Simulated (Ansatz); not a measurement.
# ClH4Si: the cost of one run

Program: Ansatz 0.2.0. Level of theory: UKS B3LYP/def2-SVP. These are calculated values, not measurements.

### Step 1. The starting structure

Bond lengths: Si1–H3 1.460 Å, Si1–H4 1.459 Å, Si1–H5 1.459 Å. Angles: H3–Si1–H4 109.5°, H3–Si1–H5 109.5°, H4–Si1–H5 109.5°.

Structure file:

```xyz
6

Si    0.0000    0.0000    0.0000
H     0.0000    0.0000    1.7100
H     1.3768    0.0000   -0.4862
H    -0.6877    1.1914   -0.4862
H    -0.6877   -1.1914   -0.4862
Cl    0.0000    0.0000    3.3800
```

### Step 2. Pulling towards end A

Springs on the bonds that form and break draw the guess towards this end; the thresholds are loose.

Contents of input.yaml:

```yaml
crystal:
  periodic: [false, false, false]
  atoms:
    - { symbol: Si, position_ang: [0.0, 0.0, 0.0] }
    - { symbol: H, position_ang: [0.0, 0.0, 1.71] }
    - { symbol: H, position_ang: [1.3768, 0.0, -0.4862] }
    - { symbol: H, position_ang: [-0.6877, 1.1914, -0.4862] }
    - { symbol: H, position_ang: [-0.6877, -1.1914, -0.4862] }
    - { symbol: Cl, position_ang: [0.0, 0.0, 3.38] }
magnetization:
  spin_polarized: true
  initial_magnetization: 1
basis:
  gaussian: { orbitals: def2-SVP }
hamiltonian:
  xc: b3lyp
relax:
  f_tol: 0.15
  max_steps: 25
  restrain:
    - { distance: [1, 5], at: 2.57, k: 30.0 }
    - { distance: [0, 1], at: 1.46, k: 30.0 }
```

Launch:

```
$ ansatz run input.yaml --threads 1 --pin off --max-ram 2048MiB --backend cpu --events-out ev --progress --plain --runs-dir out
```

**Question.** How long does this run take on 1 thread of Arm Neoverse V2, shared host, and how much memory does it need?

About 16 s, with a peak of 0.13 GiB.
